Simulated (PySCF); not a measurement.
NO2, SMILES [O]N=O, multiplicity 2. The structure is a stationary point at ωB97X-D3(BJ)/def2-TZVP. The isomer is the one that the SMILES or the coordinates give; other isomers of the formula were not compared.

Method: ωB97X-D3(BJ)/def2-TZVP run with PySCF 2.14.0.

Harmonic wavenumbers (cm⁻¹): 779, 1448, 1763. Rotational constants (GHz): 246.4, 13.22, 12.55; symmetry number 2.

Question: Work out the zero-point energy and the ideal-gas rigid-rotor harmonic-oscillator thermochemistry at 298.15 K and 1 atm.

Answer: ZPE = ½ Σ hcν = ½ × 3991 cm⁻¹ = 5.70 kcal/mol. H − E(el) = 8.13 kcal/mol. Entropy in cal/(mol K): translation 37.40, rotation 18.23, vibration 0.24, spin 1.38, total 57.25. G − E(el) = -8.94 kcal/mol. Cp = 8.75 cal/(mol K).
